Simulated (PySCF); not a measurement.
Point groups of optimised structures. Method: PBE0-D3(BJ)/def2-SVP geometry optimisation, gas phase (PySCF 2.14.0). The symmetry is that of the one conformer found, every atom within 0.08 Å of its image; none is proved a minimum here. Atoms past krypton carry def2 core potentials. The geometries of the anions come from a basis without diffuse functions.

Task: Point group, rotor type and polarity of cyanide, `[C-]#N`?

Result: C∞v; linear; symmetry number 1; dipole about the centre of mass 0.87 D, along the axis.

Task: Point group, rotor type and polarity of `[LiH]`?

Result: C∞v; linear; symmetry number 1; dipole 5.63 D, along the axis.

Task: What symmetry has `[O]=[Ru](=[O])(=[O])=[O]`?

Result: Td; spherical top; symmetry number 12; 24 operations, which sort the 5 atoms into 2 sets; dipole forbidden by symmetry (computed 0.00 D); A, B, C = 4283, 4282, 4278 MHz.

Task: Point group, rotor type and polarity of `[CH2:1][c:2]1[c:3][cH:4][cH:5][cH:6][cH:7]1` (triplet state) with H–C1–C2–C3 0° and 180°?

Result: Cs; asymmetric top; symmetry number 1; 2 operations, which sort the 13 atoms into 13 sets; dipole 0.76 D, in the ab plane, which is the mirror; A, B, C = 5929, 2682, 1847 MHz; heavy atoms equivalent by symmetry: none.

Task: Point group, rotor type and polarity of `[F:1][c:2]1[cH:3][n:4][c:5]2[cH:6][cH:7][cH:8][c:9]([Cl:10])[c:11]2[n:12]1`?

Result: Cs; asymmetric top; symmetry number 1; 2 operations, which sort the 16 atoms into 16 sets; dipole 2.40 D, in the ab plane, which is the mirror; heavy atoms equivalent by symmetry: none.
